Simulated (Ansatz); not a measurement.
Task: a ladder of methods at one geometry of C3H4F2, SMILES C=C(F)CF, with the Ansatz DFT code, driven from Python. Give the script and its output. Settings (for the species named): HSE06, cc-pVDZ basis, multiplicity 1. The script varies functional: hse06, r2scan, pbe, r2scan0.

```json
{"atom": "C", "x (Å)": "0.8340", "y (Å)": "-0.4695", "z (Å)": "-1.0496"}
{"atom": "C", "x (Å)": "0.4763", "y (Å)": "-0.1303", "z (Å)": "0.2063"}
{"atom": "F", "x (Å)": "1.4196", "y (Å)": "-0.2876", "z (Å)": "1.1208"}
{"atom": "C", "x (Å)": "-0.7782", "y (Å)": "0.3790", "z (Å)": "0.6693"}
{"atom": "F", "x (Å)": "-1.7403", "y (Å)": "0.4813", "z (Å)": "-0.3699"}
{"atom": "H", "x (Å)": "0.0553", "y (Å)": "-0.3031", "z (Å)": "-1.8585"}
{"atom": "H", "x (Å)": "1.8040", "y (Å)": "-0.7773", "z (Å)": "-1.3145"}
{"atom": "H", "x (Å)": "-1.2394", "y (Å)": "-0.3075", "z (Å)": "1.3975"}
{"atom": "H", "x (Å)": "-0.7427", "y (Å)": "1.3688", "z (Å)": "1.1815"}
```

`c3h4f2_methods.py`
```python
'''C3H4F2 at several levels of theory.'''

from pathlib import Path

import ansatz as az
from ase import Atoms
import numpy as np


def main() -> None:
    atoms = Atoms(['C', 'C', 'F', 'C', 'F', 'H', 'H', 'H', 'H'], positions=[
        (0.834, -0.4695, -1.0496),
        (0.4763, -0.1303, 0.2063),
        (1.4196, -0.2876, 1.1208),
        (-0.7782, 0.379, 0.6693),
        (-1.7403, 0.4813, -0.3699),
        (0.0553, -0.3031, -1.8585),
        (1.804, -0.7773, -1.3145),
        (-1.2394, -0.3075, 1.3975),
        (-0.7427, 1.3688, 1.1815),
    ])
    molecule = az.Crystal.molecule_from_ase(atoms)

    setup = molecule.calculation().basis(gaussian='cc-pVDZ')

    print('functional    E (Ha)        dipole (D)   HOMO (eV)  LUMO (eV)')
    for name in ['hse06', 'r2scan', 'pbe', 'r2scan0']:
        r = setup.functional(name).forces().orbitals().run(runs_dir='runs').report
        lines = Path(r['orbitals_path']).read_text().splitlines()
        field_of = lambda key: [line.split('=')[1].strip() for line in lines if line.startswith(key)]
        orbitals = [(27.211386 * float(e), s, float(n)) for e, s, n in zip(field_of('Ene='), field_of('Spin='), field_of('Occup='))]
        homo = max(e for e, _, n in orbitals if n > 0.5)
        lumo = min(e for e, _, n in orbitals if n < 0.5)
        dipole = 4.803205 * np.linalg.norm(r['charge_distribution']['dipole_moment_e_ang'])
        print(f'{name:10s} {r["free_energy_ev"] / 27.211386246:14.6f} {dipole:9.3f} {homo:11.3f} {lumo:10.3f}')


if __name__ == '__main__':
    main()
```

Running `python c3h4f2_methods.py` prints:
```text
functional    E (Ha)        dipole (D)   HOMO (eV)  LUMO (eV)
hse06         -316.032093     0.819      -6.818     -0.139
r2scan        -316.223287     0.874      -6.235     -0.579
pbe           -316.030148     0.864      -5.928     -0.714
r2scan0       -316.185204     0.833      -7.417      0.328
```

Reading the output:
- Total energies depend on the basis set; only differences at equal settings carry meaning.
- The geometry is a force-field or estimated start, not a minimum of this method, and the basis set is short of its limit. A lower total doesn't mark the better method: functionals have no common bound, and MP2 and coupled cluster aren't variational.
- Levels such as HOMO and LUMO are orbital energies: with these approximate functionals they aren't the ionisation energy and electron affinity, and their gap isn't the fundamental gap.
- hse06 follows the composition of plane-wave codes, whose totals differ by tens of mHa, up to about 0.1 Ha, from the form usual in Gaussian-basis programs (wpbeh).
- Finished in 13 s on 1 thread of Arm Neoverse V2, with other jobs on the host, peak memory 0.25 GiB.

(Lines on the test bed's own set-up are left out of the output.)
